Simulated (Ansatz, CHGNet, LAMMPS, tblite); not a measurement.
**Equilibrium lattice constant a of zinc-blende ZnSe: levels of theory against measurement**

Reference value: 5.668 Å (measured, room temperature, no zero-point or thermal correction; as tabulated in Albrecht et al. (1997), arXiv:cond-mat/9706128).

Task: Put these levels in order of the equilibrium lattice constant a that they give for zinc-blende ZnSe, smallest first: CHGNet 0.3.0, GFN2-xTB (tblite), LDA (Ansatz, an electronic-structure program), ionic model grunwald2012 (rigid ions, LAMMPS), r²SCAN-D4 (Ansatz).

Result: LDA (5.567 Å), r²SCAN-D4 (5.644 Å), CHGNet 0.3.0 (5.743 Å), ionic model grunwald2012 (5.854 Å), GFN2-xTB (5.890 Å)

Differences against the reference: ionic model grunwald2012 +3.28 %, GFN2-xTB +3.92 %, CHGNet 0.3.0 +1.32 %, LDA -1.78 %, r²SCAN-D4 -0.42 %.

The measured value isn't corrected to a static lattice, so vibrations enter the comparison. A static lattice is as a rule a little smaller than the measured one.  GFN2-xTB: the method was fitted mainly to molecules. GFN2-xTB: the run uses a supercell at the zone centre in place of a k mesh. Cutoffs differ between the levels. Ansatz's density-functional and Hartree–Fock values are scalar-relativistic unless marked +SOC, with PAW data made under PBE.

Empirical potentials (ionic model grunwald2012) are fitted to chosen data: where that held the value shown, agreement is built in, and what lay outside the fit can be far off. Machine-learned potentials (CHGNet 0.3.0) are trained on DFT data: a solid inside that data is no test of them.

Differences are worked out from the printed values.
